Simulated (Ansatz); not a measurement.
System: rock-salt SnTe (cubic form, which distorts at low temperature). Method: G0W0@HSE06 (hard PAW, contour deformation; Ansatz, a program for electronic structure).

The cell has the measured lattice parameters. Conventional cell: a = 6.3160 Å, b = 6.3160 Å, c = 6.3160 Å, α = 90.00°, β = 90.00°, γ = 90.00°.

The quasiparticle gap at Γ at a fixed k mesh 2×2×2:

```
response cutoff           value (eV)
------------------------  ----------
150 eV, 483 empty bands        5.600
200 eV, 743 empty bands        5.604
250 eV, 1039 empty bands       5.611
300 eV, 1365 empty bands       5.616
```

Q: Taking the value to converge with the response cutoff E as E^(−3/2), extrapolate from the last two rows.

A: With y = y∞ + c/w and weights w = 3953 and 5196 for the last two rows, y∞ = (w2 y2 − w1 y1)/(w2 − w1) = (5196 × 5.616 − 3953 × 5.611)/1243 = 5.632 eV, which lies 0.016 beyond the last row. Successive pairs of rows give 5.611, 5.629, 5.632. The limit also hangs on the law assumed, so its last digits aren't firm.

The other settings are not extrapolated, so this is the limit in one setting alone.

At the last cutoff the smallest gap on this mesh is 0.19 eV, with an edge away from Γ.

Spin–orbit coupling is not included; with these elements it can move the gap by several tenths of an eV or more.

Note: filled d or f shells below the valence bands can shift G0W0 gaps through exchange with them, which wasn't tested here. Note: GW on a hybrid start was not checked against another program. Note: symmetry holds this phase in the static calculation, where it need not be a minimum.
